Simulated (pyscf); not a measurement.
Single points on ωB97X-D3(BJ)/def2-SVP structures (PySCF, gas phase).

### Question
Estimate the classical barrier height and the reaction energy of H₃C–CH₂–SiH₃ + methyl (CH₃•) → H₃C–CH•–SiH₃ + methane (CH₄) at B3LYP-D3(BJ)/def2-TZVP. The step runs on the doublet surface, breaks C–H and forms C–H; take the separated reactants as zero.

### Answer
ΔE‡ = 8.8 kcal/mol, ΔE = -9.8 kcal/mol. ωB97M-D3(BJ)/def2-TZVP gives 12.0 kcal/mol and -8.9 kcal/mol. Zero-point energy shifts the barrier by -0.9 kcal/mol. It is a hydrogen abstraction, with an imaginary mode of 1740i cm⁻¹. H₃C–CH₂–SiH₃ lies 12.8 kcal/mol over its isomer H₃C–SiH₂–CH₃ (electronic energy, ωB97M-D3(BJ)/def2-TZVP). H₃C–CH•–SiH₃ lies 17.7 kcal/mol over its isomer H₃C–SiH•–CH₃ (electronic energy, ωB97M-D3(BJ)/def2-TZVP). This is the saddle that the search found; another between the same sides may lie lower. The angle at the transferred H is 176°.
